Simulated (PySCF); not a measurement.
Molecule (SMILES): O=C=C.
Geometry (B3LYP-D3(BJ)/def2-TZVP, fixed):
```xyz
5

C      0.0091     0.0017    -1.2056
C     -0.0008    -0.0001     0.1027
H      0.0282     0.9401    -1.7377
H     -0.0018    -0.9351    -1.7406
O     -0.0096    -0.0018     1.2620
```

Basis-set convergence of the isotropic shielding of C1 at PBE0 with PySCF. GIAO, no density fitting; atoms are numbered in the order shown. All functions are spherical. No added dispersion term, no relativity. Reference: the value in pcseg-3, 187.00 ppm, itself unsure by roughly 0.53 ppm (its distance from pcSseg-2). Deviations are taken from unrounded values. Cost is core time over that of 6-311+G**, rough, on shared machines of one kind; a dash marks a row that isn't timed (too short, read off another run, short of memory, by another algorithm or on other hardware).

```tsv
basis	functions	isotropic shielding of C1 (ppm)	minus reference (ppm)	cost
6-31+G*	58	196.76	9.76	-
6-311+G**	78	188.86	1.87	1×
def2-SVPD	79	198.01	11.01	1×
aug-cc-pVDZ	87	197.38	10.38	1×
6-311++G(2d,2p)	101	189.41	2.41	2×
def2-TZVPD	132	189.77	2.77	3×
jun-cc-pV(T+d)Z	145	190.10	3.11	4×
def2-TZVPPD	148	189.66	2.67	4×
6-311++G(3df,3pd)	153	189.00	2.00	4×
aug-cc-pVTZ	184	190.36	3.36	8×
def2-QZVPPD	258	187.51	0.52	20×
```

The smallest set listed that lies within 5 ppm of the reference with all its larger relatives (same family, alike in diffuse functions; a set with none counts only in the reference's own line) is 6-311+G** (78 functions, 1× in cost, 1.87 ppm off).
